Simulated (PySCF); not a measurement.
tetrafluoroethylene (C2F4), SMILES FC(F)=C(F)F.

Coordinates come from a r2SCAN-D4/def2-SVP optimisation.

All values below come from HF/def2-TZVP (PySCF).

Symmetry labels are those of the subgroup D2h that the program uses (full group D2h).

Computed valence orbital energies around the gap with their symmetry:
| orbital | symmetry | energy (eV) |
|---|---|---|
| HOMO−7 | B2g | -20.82 |
| HOMO−6 | B1u | -20.14 |
| HOMO−5 | B1g | -19.53 |
| HOMO−4 | Au | -19.34 |
| HOMO−3 | B2u | -19.00 |
| HOMO−2 | B3g | -18.55 |
| HOMO−1 | Ag | -18.34 |
| HOMO | B3u | -10.89 |
| LUMO | Ag | 4.66 |
| LUMO+1 | B2g | 5.06 |
| LUMO+2 | B2u | 6.04 |
| LUMO+3 | B1u | 6.12 |
